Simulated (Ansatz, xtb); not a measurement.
Two isomers of C3H7NO

Structure a: `CCC(N)=O`, a singlet. Structure b: `CCNC=O`, a singlet. Both are isolated molecules in the gas phase, relaxed with PBE-D3(BJ)/def2-SVP; the shapes shown needn't be the lowest conformers.

a (Å):

```tsv
atom	x (Å)	y (Å)	z (Å)
C	0.1236	0.8691	0.1783
C	0.5347	0.7451	-1.2846
C	0.6463	-0.7164	-1.7358
N	1.3583	-0.9080	-2.8924
O	0.1237	-1.6439	-1.1258
H	-0.7918	0.2761	0.3669
H	-0.0674	1.9243	0.4549
H	0.9102	0.4711	0.8499
H	-0.2207	1.2307	-1.9429
H	1.4920	1.2739	-1.4854
H	1.4205	-1.8536	-3.2701
H	1.7821	-0.1402	-3.4097
```

b (Å):

```xyz
12

C    -0.5141    1.5623    1.3326
C     0.2178    0.5477    0.4536
C     1.8220   -1.0406    1.4823
N     1.5335    0.1920    0.9613
O     1.0470   -1.9844    1.5419
H     0.0525    2.5132    1.4184
H    -1.5081    1.8043    0.9049
H    -0.6665    1.1617    2.3547
H     0.3130    0.9329   -0.5856
H    -0.3466   -0.4048    0.4024
H     2.2600    0.9095    1.0020
H     2.8869   -1.0929    1.8528
```

Quicker runs give these differences E(b) − E(a): GFN2-xTB +2.2 kcal/mol; HF/STO-3G +5.0 kcal/mol (at GFN2-xTB geometries); r2SCAN-D4/def2-SVP +8.7 kcal/mol (at GFN2-xTB geometries).

Estimate E(b) − E(a) at the level CCSD(T)/def2-SVP + ΔMP2/def2-TZVPP.

Calculated at CCSD(T)/def2-SVP + ΔMP2/def2-TZVPP: E(b) − E(a) = +9.0 kcal/mol, so structure a lies lower.

How the difference moves with the method:

```tsv
level	geometry	E(b) − E(a) (kcal/mol)	departure from the last row (kcal/mol)	job, with rough time for the two
GFN2-xTB	GFN2-xTB	+2.2	−6.8	optimisation, 0.15 s
HF/STO-3G	GFN2-xTB	+5.0	−4.0	single point, 0.24 s
r2SCAN-D4/def2-SVP	GFN2-xTB	+8.7	−0.2	single point, 1.4 s
PBE-D3(BJ)/def2-SVP	PBE-D3(BJ)/def2-SVP	+7.2	−1.7	optimisation, 25 s
HF/def2-SVP	PBE-D3(BJ)/def2-SVP	+8.8	−0.1	part of the CCSD(T) run
MP2/def2-SVP	PBE-D3(BJ)/def2-SVP	+8.3	−0.7	part of the CCSD(T) run
CCSD(T)/def2-SVP	PBE-D3(BJ)/def2-SVP	+7.8	−1.2	single point
CCSD(T)/def2-SVP + ΔMP2/def2-TZVPP	PBE-D3(BJ)/def2-SVP	+9.0		single point, 14 s
```

As drawn, b has 1 C–N, 1 C–H in place of 1 C–C, 1 N–H.

None of the levels shown reverses the order. The largest departure from CCSD(T)/def2-SVP + ΔMP2/def2-TZVPP is that of GFN2-xTB, 6.8 kcal/mol. The last row adds to CCSD(T) the change of the MP2 difference between the two basis sets, here +1.2 kcal/mol.

With harmonic frequencies from PBE-D3(BJ)/def2-SVP (ideal gas, rigid rotor, one conformer each, 298.15 K, 1 atm): on the last row, ΔE + ΔZPE = +9.5 kcal/mol. A mode under 50 cm⁻¹ makes harmonic enthalpies and free energies unreliable, so none is given.

The correlated steps freeze 5 core orbitals. Codes used: Ansatz 0.2.0, xtb 6.7.1; the last row on 4 threads of AMD EPYC 7R43 64-Core Processor (Zen 3) on a shared host.
